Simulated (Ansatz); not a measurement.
**fcc Au**

Computed with HSE06 (plane waves, PAW; Ansatz, an electronic-structure program).

Run with plane-wave cutoff 500 eV, 6×8×1 k mesh (along the axes of the cell as run), Fermi–Dirac smearing 0.1 eV, scalar-relativistic PAW data made under PBE.

Cell: relaxed with r²SCAN.

```
Quantity                             Result
--------------------------------  ---------
surface energy of the (110) face  1.05 J/m²
work function of the (110) face     4.85 eV
```

Note: exact exchange on metals is sensitive to the k mesh and can open a false gap.

The slab of 8 atoms is relaxed and unreconstructed.

Spin–orbit coupling is not included; it can shift volumes and moduli of such heavy elements.

The computed numbers hold no vibrational or temperature effects.

The result took roughly 25 core-minutes.
